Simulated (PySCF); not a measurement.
**How well do the runs reproduce experiment for 1-pentene?**

**The experiment to reproduce.**

From NIST CCCBDB Release 22 (SRD 101), experimental polarizabilities, for the gas: mean polarisability 9.65 Å³.

How close the calculation comes is told at the end.

Species: 1-pentene, C5H10.
Numbering: `[CH2:1]=[CH:2][CH2:3][CH2:4][CH3:5]` (hydrogens: H6, H7 on C1; H8 on C2; H9, H10 on C3; H11, H12 on C4; H13, H14, H15 on C5)

Geometry (GFN2-xTB, Å), atoms numbered from 1 in this order:
```xyz
15
C5H10 angstrom
C      2.4531    0.9072    0.2891
C      1.6218   -0.0533   -0.0672
C      0.2725   -0.2745    0.5363
C     -0.8386   -0.1156   -0.5065
C     -2.2154   -0.3483    0.1020
H      2.2052    1.6084    1.0695
H      3.4159    1.0343   -0.1759
H      1.8922   -0.7426   -0.8573
H      0.1099    0.4330    1.3519
H      0.2245   -1.2870    0.9487
H     -0.7905    0.8907   -0.9287
H     -0.6743   -0.8251   -1.3207
H     -2.4030    0.3632    0.9032
H     -2.9921   -0.2296   -0.6500
H     -2.2858   -1.3529    0.5140
```

The PySCF runs (gas phase, on this GFN2-xTB geometry; no spin–orbit coupling):

```csv
level,job,basis functions
CAM-B3LYP/def2-SVPD,"8 singlets by full TDDFT, 3 Tamm–Dancoff triplets, polarisability",180
PBE0/def2-SVPD,"6 singlets by full TDDFT, 2 Tamm–Dancoff triplets, polarisability",180
HF/6-311G**,"1 singlet by TDHF, 2 Tamm–Dancoff triplets, polarisability",150
```

All basis functions are spherical.

Results beside the measurements:

**Mean polarisability.** Measured: 9.65 Å³ (NIST CCCBDB Release 22 (SRD 101), experimental polarizabilities).

```
              level  computed (Å³)  computed − measured (Å³)  % (from the printed values)
CAM-B3LYP/def2-SVPD           9.32                     -0.33                           -3
     PBE0/def2-SVPD           9.36                     -0.29                           -3
        HF/6-311G**           8.27                     -1.38                          -14
```

Closest is PBE0/def2-SVPD (-0.29 Å³), furthest HF/6-311G** (-1.38 Å³); one molecule doesn't rank methods. All 3 levels lie below the measurement. The computed values are static and purely electronic, with core orbitals frozen in the response (1 au = 0.148185 Å³). The table of measured values doesn't say here whether a value is static or optical, or holds a vibrational part. The measurement averages over conformers, the calculation has one.

No measured geometry was used, and the causes of the misses weren't examined.
